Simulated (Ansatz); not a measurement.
# CHO2: the cost of one run

Method: the levels named in each step, in Ansatz 0.2.0.

## 1. The system as given

Bond lengths: O1–C2 1.194 Å, C2–O3 1.288 Å, O3–H4 0.986 Å. Angles: O1–C2–O3 133.9°, C2–O3–H4 116.5°.

Structure file:

```xyz
4

O     0.8824   -0.7396   -0.1458
C     0.2615    0.2356    0.1518
O    -0.9790    0.5689    0.0539
H    -1.5831   -0.0972   -0.3509
```

## 2. A rough first relaxation, PBE-D4/def2-SVP

Input file input.yaml:

```yaml
crystal:
  periodic: [false, false, false]
  atoms:
    - { symbol: O, position_ang: [0.8824, -0.73962, -0.14577] }
    - { symbol: C, position_ang: [0.26149, 0.23561, 0.1518] }
    - { symbol: O, position_ang: [-0.97897, 0.56887, 0.05392] }
    - { symbol: H, position_ang: [-1.58307, -0.09724, -0.35092] }
magnetization:
  spin_polarized: true
  initial_magnetization: 1
basis:
  gaussian: { orbitals: def2-SVP }
hamiltonian:
  xc: pbe
  dispersion: d4
relax:
  f_tol: 0.03
  max_steps: 200
```

On the command line:

```bash
$ ansatz run input.yaml --threads 2 --pin off --max-ram 5120MiB --backend cpu --events-out ev --progress --plain --runs-dir out
```

Q: Estimate wall time and peak memory on 2 threads of Intel Xeon 6975P-C (Granite Rapids), shared host.

About 2.1 s, with a peak of 0.13 GiB.
